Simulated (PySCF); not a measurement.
## Level sweep

Ethylamine, C2H7N.
Numbering: `[CH3:1][CH2:2][NH2:3]` (hydrogens: H4, H5, H6 on C1; H7, H8 on C2; H9, H10 on N3)

PySCF, dipoles from the SCF density, polarisabilities from static response with core orbitals frozen. Isolated species at its PBE0-D3(BJ)/def2-SVP geometry (one conformer only).

How do dipole and polarisability depend on functional and basis here?

| level | μ (D) | α (au) | error (%) | anisotropy (au) |
| --- | --- | --- | --- | --- |
| LDA/def2-SVPD | 1.285 | 39.49 | -0.3 | 6.24 |
| PBE/def2-SVPD | 1.239 | 38.88 | -1.8 | 6.18 |
| B3LYP/def2-SVPD | 1.281 | 37.71 | -4.8 | 5.68 |
| PBE0/def2-SVPD | 1.280 | 37.24 | -6.0 | 5.63 |
| BHandHLYP/def2-SVPD | 1.320 | 36.22 | -8.6 | 5.25 |
| CAM-B3LYP/def2-SVPD | 1.323 | 37.09 | -6.4 | 5.31 |
| wB97X-D/def2-SVPD | 1.316 | 37.03 | -6.5 | 5.26 |
| LC-wPBE/def2-SVPD | 1.345 | 36.02 | -9.1 | 4.96 |
| HF/def2-SVPD | 1.361 | 34.81 | -12.1 | 4.73 |
| PBE0/6-31G* | 1.387 | 29.73 | -24.9 | 5.57 |
| PBE0/6-31+G* | 1.467 | 33.71 | -14.9 | 4.04 |
| PBE0/def2-SVP | 1.302 | 30.81 | -22.2 | 5.51 |
| PBE0/aug-cc-pVDZ | 1.273 | 38.53 | -2.7 | 5.79 |
| PBE0/def2-TZVP | 1.308 | 35.23 | -11.1 | 5.70 |
| PBE0/def2-TZVPD | 1.265 | 38.30 | -3.3 | 5.87 |
| PBE0/aug-cc-pVTZ | 1.268 | 38.72 | -2.3 | 5.81 |

Reference polarisability: 5.870 Å³ (measured, gas; NIST CCCBDB Release 22 (SRD 101), experimental polarizabilities). The anisotropy is √(½[(α1 − α2)² + (α2 − α3)² + (α3 − α1)²]). For the polarisability, the smallest error is 0.3% (LDA/def2-SVPD) and the largest 24.9% (PBE0/6-31G*). The dipole runs from 1.24 D (PBE/def2-SVPD) to 1.47 D (PBE0/6-31+G*). In one basis (def2-SVPD) the functionals order the polarisability from HF (lowest) to LDA (highest), a spread of 13%. With PBE0 the polarisability is 31.93 au without diffuse functions (mean of 6-31G*, def2-SVP and def2-TZVP) and 37.30 au with them (mean of 6-31+G*, def2-SVPD, aug-cc-pVDZ, def2-TZVPD and aug-cc-pVTZ). Measured values can belong to vibrating molecules and may average over conformers; the computed ones are for one fixed geometry.
